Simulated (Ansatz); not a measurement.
# The cluster Al₂B₂: one molecule under many settings

Aim: run the cluster Al₂B₂ under a spread of inputs, and see what each costs and gives.

Method: the settings change from run to run; program: Ansatz 0.2.0, Gaussian basis.

## (1) The relaxed structure

The geometry comes from an earlier relaxation with PBE0-D4 in a triple-zeta def2 set; it is a stationary point.

4 atoms, charge 0, spin multiplicity 1.

Atoms are counted from 1 here; the program's logs count them from 0.

Bond lengths: B1–B2 1.480 Å, B1–Al3 2.171 Å, B1–Al4 2.168 Å, B2–Al3 2.171 Å, B2–Al4 2.168 Å. Angles: B2–B1–Al3 70.1°, B2–B1–Al4 70.0°, Al3–B1–Al4 103.8°, B1–B2–Al3 70.1°, B1–B2–Al4 70.0°, Al3–B2–Al4 103.8°, B1–Al3–B2 39.9°, B1–Al4–B2 39.9°.

As a file:

```tsv
atom	x (Å)	y (Å)	z (Å)
B1	-0.0173	-0.7329	0.5668
B2	0.0181	0.7470	0.5482
Al3	-1.7074	0.0340	-0.5600
Al4	1.7067	-0.0481	-0.5550
```

## (2) PBE-QIDH/def2-mTZVP

Set apart from the defaults: multiplicity 3, finite nuclei.

File in.yaml:

```yaml
crystal:
  periodic: [false, false, false]
  atoms:
    - {symbol: B, position_ang: [-0.017343, -0.732863, 0.566813]}
    - {symbol: B, position_ang: [0.018092, 0.746967, 0.548190]}
    - {symbol: Al, position_ang: [-1.707438, 0.034048, -0.559990]}
    - {symbol: Al, position_ang: [1.706689, -0.048142, -0.555012]}
basis:
  gaussian: {orbitals: def2-mTZVP, nuclear_model: gaussian}
magnetization: {spin_polarized: true, initial_magnetization: 2}
hamiltonian: {xc: {name: PBE-QIDH}}
scf: {omitted_lower_state_checks: [starts]}
output: {forces: true}
```

Command:

```
> ansatz run in.yaml --threads 2 --pin off --events-out ev --progress --plain --max-ram 4352MiB
```

What it wrote, shortened:

```text
Functional definition: PBE-QIDH
  name "PBE-QIDH"
  cite "Brémond, Sancho-García, Pérez-Jiménez & Adamo, J. Chem. Phys. 141, 031101 (2014) doi:10.1063/1.4890314"
  cite "Perdew, Burke & Ernzerhof, Phys. Rev. Lett. 77, 3865 (1996) doi:10.1103/PhysRevLett.77.3865"
[...]
733 factors; integrals over basis functions are off by at most 1.1e-3 eV
[...]
mean field -14524.57925266 eV, -533.7684424219 hartree, gradient 8.2e-6 eV, S^2 2.146633; 0 other end points of the search recorded, 0 dependent functions left out
12 core orbitals not correlated: weight in the atoms' cores, before any rotation towards them, 1.000 or more for the frozen orbitals, at most 0.000 for the correlated occupied ones
reference -14524.57926319 eV, -533.7684428088 hartree; 7, 5 occupied and 63, 65 virtual orbitals, 733 factors
second order -8.20466702 eV of doubles, -0.00000000 eV of singles
[...]
Total energy: -14527.31415220 eV, -533.8689481261 hartree
Atom 0 at    -0.017343    -0.732863     0.566813 Å, force    -0.069056    -1.651429    -0.355079 eV/Å
Atom 1 at     0.018092     0.746967     0.548190 Å, force     0.009604     1.643321    -0.396577 eV/Å
Atom 2 at    -1.707438     0.034048    -0.559990 Å, force     0.549603    -0.008168     0.395837 eV/Å
Atom 3 at     1.706689    -0.048142    -0.555012 Å, force    -0.490150     0.016275     0.355820 eV/Å
Dipole moment:    -0.014582    -0.006423    -0.535538 e Å
Checks for a lower state left out: starts
```

It took 9 s on 2 threads of Arm Neoverse V2, shared host.

Largest force 1.691 eV/Å, dipole 2.57 D, ⟨S²⟩ 2.147. The spin excess of 0.15 shows a contaminated determinant.

## (3) PBE0/def2-TZVP

This run has atoms shaken by 0.15 Å, D4 dispersion, relativity set to none, the search for lower states set to off.

File in.yaml:

```yaml
crystal:
  periodic: [false, false, false]
  atoms:
    - {symbol: B, position_ang: [0.032347, -0.706009, 0.575065]}
    - {symbol: B, position_ang: [-0.098192, 0.731218, 0.796400]}
    - {symbol: Al, position_ang: [-1.783168, -0.350729, -0.536901]}
    - {symbol: Al, position_ang: [1.798961, -0.000292, -0.489715]}
basis:
  gaussian: {orbitals: def2-TZVP}
hamiltonian: {xc: {name: PBE0}, dispersion: d4, pseudopotentials: {relativity: none}}
scf: {lower_state_search: off}
output: {forces: true}
```

Launched as before.

What it wrote, shortened:

```text
Functional definition: PBE0
  name "PBE0"
  cite "Adamo & Barone, J. Chem. Phys. 110, 6158 (1999) doi:10.1063/1.478522"
  cite "Perdew, Burke & Ernzerhof, Phys. Rev. Lett. 77, 3865 (1996) doi:10.1103/PhysRevLett.77.3865"
  parent pbe
[...]
896 factors; their error is unknown
[...]
mean field -14533.38840762 eV, -534.0921728957 hartree, gradient 6.5e-6 eV, S^2 0.000000; 0 other end points of the search recorded, 0 dependent functions left out
[...]
reference -14533.38843147 eV, -534.0921737720 hartree; 18, 18 occupied and 118, 118 virtual orbitals, 896 factors
Total energy: -14533.51401618 eV, -534.0967889250 hartree
Atom 0 at     0.032347    -0.706009     0.575065 Å, force     0.176287    -1.225468    -0.233842 eV/Å
Atom 1 at    -0.098192     0.731218     0.796400 Å, force    -0.074872     0.739963    -0.544230 eV/Å
Atom 2 at    -1.783168    -0.350729    -0.536901 Å, force     0.445549     0.306081     0.383908 eV/Å
Atom 3 at     1.798961    -0.000292    -0.489715 Å, force    -0.546965     0.179424     0.394165 eV/Å
Dipole moment:    -0.006962     0.038028    -0.188723 e Å
Checks for a lower state left out: stability, starts, cluster_reference, orbital_swaps, neighbouring_geometries, increment
```

It took 1.9 s on 2 threads of Arm Neoverse V2, shared host.

Largest force 1.260 eV/Å, dipole 0.93 D.

## (4) CAM-B3LYP/ANO-RCC-VTZP

Options: atoms shaken by 0.03 Å, density fitting with def2-universal-jkfit, the search for lower states set to off.

File in.yaml:

```yaml
crystal:
  periodic: [false, false, false]
  atoms:
    - {symbol: B, position_ang: [-0.048115, -0.664228, 0.570318]}
    - {symbol: B, position_ang: [-0.012390, 0.766787, 0.536436]}
    - {symbol: Al, position_ang: [-1.706175, 0.022838, -0.530011]}
    - {symbol: Al, position_ang: [1.755023, -0.071048, -0.595554]}
basis:
  gaussian: {orbitals: ANO-RCC-VTZP, fitting: {mean_field: def2-universal-jkfit}}
hamiltonian: {xc: {name: CAM-B3LYP}}
scf: {lower_state_search: off}
output: {forces: true}
```

Same command.

What it wrote, shortened:

```text
Functional definition: CAM-B3LYP
  name "CAM-B3LYP"
  cite "Yanai, Tew & Handy, Chem. Phys. Lett. 393, 51 (2004) doi:10.1016/j.cplett.2004.06.011"
  cite "Iikura, Tsuneda, Yanai & Hirao, J. Chem. Phys. 115, 3540 (2001) doi:10.1063/1.1383587"
  cite "Becke, Phys. Rev. A 38, 3098 (1988) doi:10.1103/PhysRevA.38.3098"
  cite "Lee, Yang & Parr, Phys. Rev. B 37, 785 (1988) doi:10.1103/PhysRevB.37.785"
  cite "Vosko, Wilk & Nusair, Can. J. Phys. 58, 1200 (1980) doi:10.1139/p80-159"
[...]
  # Exact exchange under (alpha + beta erf(omega r))/r, Becke's under what is left of 1/r.
[...]
406 factors; integrals over basis functions are off by at most 9.9e-1 eV
406 factors; integrals over basis functions are off by at most 2.0e-4 eV
[...]
mean field -14564.86846708 eV, -535.2490437429 hartree, gradient 6.6e-6 eV, S^2 0.000000; 0 other end points of the search recorded, 0 dependent functions left out
[...]
reference -14564.86857306 eV, -535.2490476375 hartree; 18, 18 occupied and 110, 110 virtual orbitals, 406 factors
Total energy: -14564.86857306 eV, -535.2490476375 hartree
Relativity: scalar
Atom 0 at    -0.048115    -0.664228     0.570318 Å, force     0.088550    -1.439519     0.021000 eV/Å
Atom 1 at    -0.012390     0.766787     0.536436 Å, force     0.086181     1.320995    -0.201855 eV/Å
Atom 2 at    -1.706175     0.022838    -0.530011 Å, force    -0.029707     0.070501     0.034684 eV/Å
Atom 3 at     1.755023    -0.071048    -0.595554 Å, force    -0.145025     0.048023     0.146171 eV/Å
Dipole moment:    -0.088075     0.000540    -0.141844 e Å
Checks for a lower state left out: stability, starts, cluster_reference, orbital_swaps, neighbouring_geometries, increment
```

Wall time 3 s (2 threads of Arm Neoverse V2, shared host).

Largest force 1.442 eV/Å, dipole 0.80 D.

## (5) B97/x2c-TZVPPall

Options: charge -1, multiplicity 2.

File in.yaml:

```yaml
crystal:
  periodic: [false, false, false]
  atoms:
    - {symbol: B, position_ang: [-0.017343, -0.732863, 0.566813]}
    - {symbol: B, position_ang: [0.018092, 0.746967, 0.548190]}
    - {symbol: Al, position_ang: [-1.707438, 0.034048, -0.559990]}
    - {symbol: Al, position_ang: [1.706689, -0.048142, -0.555012]}
basis:
  gaussian: {orbitals: x2c-TZVPPall}
total_charge: -1
magnetization: {spin_polarized: true, initial_magnetization: 1}
hamiltonian: {xc: {name: B97}}
scf: {omitted_lower_state_checks: [starts]}
```

Launched as before.

What it wrote, shortened:

```text
Functional definition: B97
  name "B97"
  cite "Becke, J. Chem. Phys. 107, 8554 (1997) doi:10.1063/1.475007"
[...]
      + integral(e_c_pw_opposite_spin*poly(b97_u_opposite, cos0, cos1, cos2))
[...]
912 factors; their error is unknown
[...]
mean field -14566.12247927 eV, -535.2951278406 hartree, gradient 9.5e-6 eV, S^2 0.766852; 0 other end points of the search recorded, 0 dependent functions left out
reference -14566.12249737 eV, -535.2951285059 hartree; 19, 18 occupied and 127, 128 virtual orbitals, 912 factors
Total energy: -14566.12249737 eV, -535.2951285059 hartree
Relativity: scalar
Checks for a lower state left out: starts
```

Wall time 12 s (2 threads of Arm Neoverse V2, shared host).

⟨S²⟩ 0.767.

## (6) All runs side by side

```tsv
level	charge	multiplicity	geometry	functions	energy (eV)	time
PBE-QIDH/def2-mTZVP	0	3	relaxed	82	-14527.314	9 s
PBE0/def2-TZVP	0	1	shaken	136	-14533.514	1.9 s
CAM-B3LYP/ANO-RCC-VTZP	0	1	shaken	128	-14564.869	3 s
B97/x2c-TZVPPall	-1	2	relaxed	146	-14566.122	12 s
```

## (7) What came out

| quantity | value |
| --- | --- |
| runs | 4 |
| quickest | PBE0/def2-TZVP, 1.9 s |
| slowest | B97/x2c-TZVPPall, 12 s |

In words: The runs differ in state or geometry as well as level, so their energies can't be set against each other. B97/x2c-TZVPPall took 6 times as long as PBE0/def2-TZVP. The jobs differ in tasks and options as well as level.
